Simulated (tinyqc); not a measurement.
Starting guesses with plain Roothaan steps: SCF starting guesses in the sto-6g basis, for H2O+, spin multiplicity 2. Computed by the program tinyqc with PySCF. 

Geometry (angstrom):
```
atom       x        y       z
O     0.0000   0.0000  0.0000
H     0.0000   0.8870  0.7090
H     0.0000  -0.8870  0.7090
```

lowest solution found by these runs and by PySCF with stability checks = -75.362412 hartree

UHF with one setting changed at a time; a run stops when the energy changes by less than 1e-09 hartree and the error matrix is below 1e-5. Starts: the lowest orbitals of the core Hamiltonian, of the Wolfsberg-Helmholz matrix (K = 1.75), projected atomic densities, random orbitals, and the highest orbitals of the core Hamiltonian (a deliberately bad start).

Largest element of the error matrix X^T (FDS - SDF) X:
```
iteration     core  Wolfsberg-Helmholz  atomic densities   random  highest core orbitals
1          2.4e-01             2.1e-01           4.3e-01  7.0e+00                2.0e-01
2          2.7e-02             5.6e-02           1.1e-01  2.7e-01                2.3e-01
3          1.1e-02             1.7e-02           1.6e-02  3.6e-02                5.3e-02
4          4.4e-03             5.2e-03           6.6e-03  3.5e-02                1.3e-02
5          3.1e-03             3.6e-03           3.3e-03  3.7e-02                1.0e-02
6          2.2e-03             2.6e-03           2.5e-03  3.8e-02                7.5e-03
8          1.2e-03             1.4e-03           1.4e-03  4.1e-02                4.0e-03
10         6.7e-04             7.8e-04           7.9e-04  4.2e-02                2.1e-03
14         2.3e-04             2.6e-04           2.7e-04  3.5e-02                5.9e-04
20         4.6e-05             5.3e-05           5.5e-05  1.9e-02                8.8e-05
30               -                   -                 -  5.3e-03                      -
45               -                   -                 -  6.9e-04                      -
60               -                   -                 -  8.9e-05                      -
```

How each run ends:
```
run                    iterations  E (hartree)                                                        state
core                           28   -75.362412                                                 lowest found
Wolfsberg-Helmholz             28   -75.362412                                                 lowest found
atomic densities               28   -75.362412                                                 lowest found
random                        >60   -75.362412  falls steadily but slowly, by a factor of about 0.87 a step
highest core orbitals          28   -75.137708                                                       higher
```

3 of 5 runs reach the lowest solution found, in 28 to 28 iterations (fastest: core, Wolfsberg-Helmholz, atomic densities). Ending on a higher stationary point: highest core orbitals; a small error matrix cannot reveal that, and an occupation fixed by the start is kept by symmetry or by the shape of the basin. Not converged: random. The first errors are 2e-01, 2e-01, 4e-01, 7e+00, 2e-01; the deliberately bad start has the smallest one, so a small first error does not mark a good start.
